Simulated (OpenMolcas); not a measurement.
# N2H (dinitrogen monohydride) at UHF/STO-3G

Wanted: a single-point energy of N2H (dinitrogen monohydride). 

The results are computed with OpenMolcas 26.06.

## 1. The structure to begin with

N2H: 3 atoms, total charge 0, spin state doublet. As SMILES, `[N]=N`. The N2–H3 distance was set to 2.592 Å, away from the relaxed value. At this shape a bond of the SMILES string is far longer than usual.

Bond lengths: N1–N2 1.164 Å.

## 2. A single-point energy at UHF/STO-3G

Contents of calc.inp:

```
&GATEWAY
BasLib=$CurrDir
Coord
3
angstrom
N        1.058526      -2.157222       0.354830
N        0.100156      -1.702162      -0.123130
H       -0.472040       0.825820      -0.172480
Basis=STO-3G
Group=NoSym
&SEWARD
&SCF
UHF
Spin=2
Thresholds=1e-10 1e-07 1e-07 1e-05
PrOrbitals=1 1
```

The basis set STO-3G is read from a file made from the Basis Set Exchange's data (not shown).

On the command line:

```console
$ export MOLCAS_MEM=1860
$ pymolcas calc.inp > calc.log
```

What values should one expect? Wanted: total energy; dipole moment; HOMO energy; LUMO energy; ⟨S²⟩.

Answer, from the run:

At UHF/STO-3G:

| quantity | value |
| --- | --- |
| total energy | -107.96359 Eh |
| dipole moment | 0.01 D |
| HOMO energy (highest over α and β) | -12.44 eV |
| LUMO energy (lowest over α and β) | 6.72 eV |
| ⟨S²⟩ | 0.750 |

What this shows: The run may have ended on a state above the lowest.
